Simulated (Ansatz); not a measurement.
# H3SO+ (SMILES [OH2+]S): functionals against CCSD(T) at one geometry

The atoms stand at a structure displaced at random from a GFN2-xTB minimum. How far do the functionals agree with CCSD(T) there?

Program: Ansatz 0.2.0, Gaussian basis. Level of theory: single points in def2-TZVPP. These are calculated values, not measurements.

Correlated methods freeze the cores.

### Step 1. Where the work starts

SMILES `[OH2+]S`, 5 atoms, charge 1, spin multiplicity 1.

Atoms are counted from 1 here; the program's logs count them from 0.

Bond lengths: O1–S2 1.846 Å, O1–H3 0.987 Å, O1–H4 0.995 Å, S2–H5 1.376 Å. Angles: S2–O1–H3 111.1°, S2–O1–H4 110.2°, H3–O1–H4 112.5°, O1–S2–H5 92.1°.

As a file:

```xyz
5
charge 1, multiplicity 1
O    -0.3875   -0.4849   -0.0279
S     0.9196    0.7889    0.2482
H    -0.9367   -0.6123    0.7823
H     0.0212   -1.3337   -0.3474
H     0.3643    1.6341   -0.6844
```

### Step 2. CCSD(T)/def2-TZVPP

File run/in.yaml:

```yaml
crystal:
  periodic: [false, false, false]
  atoms:
    - {symbol: O, position_ang: [-0.387500, -0.484900, -0.027900]}
    - {symbol: S, position_ang: [0.919600, 0.788900, 0.248200]}
    - {symbol: H, position_ang: [-0.936700, -0.612300, 0.782300]}
    - {symbol: H, position_ang: [0.021200, -1.333700, -0.347400]}
    - {symbol: H, position_ang: [0.364300, 1.634100, -0.684400]}
basis:
  gaussian: {orbitals: def2-TZVPP}
total_charge: 1
correlation: {method: ccsd_t}
output: {forces: true}
```

The command line of these runs was not kept.

### Step 3. PBE0-D4/def2-TZVPP

Edit run/in.yaml of step 2 so:

```diff
@@ -11,3 +11,3 @@
 total_charge: 1
-correlation: {method: ccsd_t}
-output: {forces: true}
+hamiltonian: {xc: pbe0, dispersion: d4}
+output: {forces: true, orbitals: {seedname: orbitals}}
```

### Step 4. wB97M-V/def2-TZVPP

Edit run/in.yaml of step 3 so:

```diff
@@ -11,3 +11,3 @@
 total_charge: 1
-hamiltonian: {xc: pbe0, dispersion: d4}
-output: {forces: true, orbitals: {seedname: orbitals}}
+hamiltonian: {xc: {name: wB97M-V}}
+output: {forces: true}
```

### Step 5. r2SCAN-D4/def2-TZVPP

Edit run/in.yaml of step 4 so:

```diff
@@ -11,3 +11,3 @@
 total_charge: 1
-hamiltonian: {xc: {name: wB97M-V}}
+hamiltonian: {xc: r2scan, dispersion: d4}
 output: {forces: true}
```

### Step 6. PBE-D4/def2-TZVPP

Edit run/in.yaml of step 5 so:

```diff
@@ -11,3 +11,3 @@
 total_charge: 1
-hamiltonian: {xc: r2scan, dispersion: d4}
+hamiltonian: {xc: pbe, dispersion: d4}
 output: {forces: true}
```

### Step 7. CAM-B3LYP-D4/def2-TZVPP

Edit run/in.yaml of step 6 so:

```diff
@@ -11,3 +11,3 @@
 total_charge: 1
-hamiltonian: {xc: pbe, dispersion: d4}
+hamiltonian: {xc: {name: CAM-B3LYP}, dispersion: d4}
 output: {forces: true}
```

### Step 8. revPBE-D4/def2-TZVPP

Edit run/in.yaml of step 7 so:

```diff
@@ -11,3 +11,3 @@
 total_charge: 1
-hamiltonian: {xc: {name: CAM-B3LYP}, dispersion: d4}
+hamiltonian: {xc: {name: revPBE}, dispersion: d4}
 output: {forces: true}
```

(Steps that only read results are left out.)

What does the calculation give? Wanted: energy less free atoms, CCSD(T)/def2-TZVPP; RMS force component; RMS force error; HOMO and LUMO, PBE0-D4; T1 diagnostic.

As calculated:

| quantity | value |
| --- | --- |
| energy less free atoms, CCSD(T)/def2-TZVPP | -499.3 kJ/mol |
| RMS force component | 0.243 to 0.513 eV/Å over the methods |
| RMS force error | PBE0-D4 0.109, wB97M-V 0.065, r2SCAN-D4 0.077, PBE-D4 0.267, CAM-B3LYP-D4 0.095, revPBE-D4 0.273 eV/Å |
| HOMO and LUMO, PBE0-D4 | -14.32 and -9.27 eV |
| T1 diagnostic | 0.012 |

In words: Against CCSD(T) the functionals' energies less atoms differ by -67.2 to -14.2 kJ/mol, PBE-D4 by -67.2 kJ/mol. The reference is not at the basis limit: in triple zeta CCSD(T) underbinds, which counts against methods that bind more; the gaps are no ranking. On forces the order runs from wB97M-V to revPBE-D4. Frozen-core CCSD(T) forces in triple zeta carry basis errors of their own, and this is one geometry, so small gaps rank nothing.
